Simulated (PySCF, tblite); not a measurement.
Isomers of C5H10O. Computed with GFN2-xTB (tblite): harmonic, unscaled wavenumbers at the GFN2-xTB geometry, gas phase. Against measured fundamentals such values can be off by several per cent, at times by over 20. One conformer each.

Electronic energies: PBE0/pcSseg-1 single points on the GFN2-xTB geometries (PySCF, gas phase).

| SMILES | electronic energy, lowest = 0 (kcal/mol) |
| --- | --- |
| C/C=C(\C)OC | 19.1 |
| C=C(C)OCC | 15.1 |
| OC1CCCC1 | 0.0 |
| C=C(CC)OC | 18.9 |
| C=CCOCC | 26.8 |
| C/C=C(\C)CO | 15.3 |
| C/C=C\CCO | 17.0 |

**Question.** How do GFN2-xTB zero-point energies change the relative energies?

**Answer.** 
| SMILES | ZPE (kcal/mol) | of it from modes above 1550 cm⁻¹ | electronic (kcal/mol) | with ZPE, lowest = 0 (kcal/mol) | lowest mode (cm⁻¹) | rings |
| --- | --- | --- | --- | --- | --- | --- |
| OC1CCCC1 | 89.5 | 43.5 | 0.0 | 0.0 | 49 | 1 |
| C=C(C)OCC | 86.6 | 45.8 | 15.1 | 12.2 | 84 | 0 |
| C/C=C(\C)CO | 86.5 | 46.2 | 15.3 | 12.4 | 50 | 0 |
| C/C=C\CCO | 87.1 | 46.1 | 17.0 | 14.6 | 60 | 0 |
| C=C(CC)OC | 87.0 | 45.8 | 18.9 | 16.4 | 44 | 0 |
| C/C=C(\C)OC | 86.5 | 45.6 | 19.1 | 16.1 | 21 | 0 |
| C=CCOCC | 86.2 | 45.0 | 26.8 | 23.5 | 49 | 0 |

The zero-point energies span 3.3 kcal/mol, from `C=CCOCC` to `OC1CCCC1`. The lowest isomer stays, but the order above it changes.

**Question.** And how do the electronic energies of GFN2-xTB itself compare?

**Answer.** `OC1CCCC1` 0.0; `C=C(C)OCC` 20.2; `C/C=C(\C)CO` 24.5; `C/C=C\CCO` 26.7; `C=C(CC)OC` 21.7; `C/C=C(\C)OC` 20.2; `C=CCOCC` 32.8 kcal/mol, lowest = 0. Against the energies above, taken from the same isomer `OC1CCCC1`, the largest difference is 9.7 kcal/mol.

**Question.** What do entropy and thermal enthalpy add at 298.15 K and 1 bar (rigid rotor, harmonic oscillator, one conformer each)?

**Answer.** 
```tsv
SMILES	point group	symmetry number	S (cal/(mol K))	H − H(0) (kcal/mol)	ZPE + H − H(0) − TS (kcal/mol)
OC1CCCC1	C1	1	77.9	4.42	70.7
C=C(C)OCC	Cs	1	85.9	5.53	66.6
C/C=C(\C)CO	C1	1	88.7	5.76	65.8
C/C=C\CCO	C1	1	85.5	5.41	67.0
C=C(CC)OC	C1	1	85.1	5.40	67.0
C=CCOCC	C1	1	87.2	5.56	65.8
```

Not tabulated: `C/C=C(\C)OC` (lowest mode only 21 cm⁻¹).
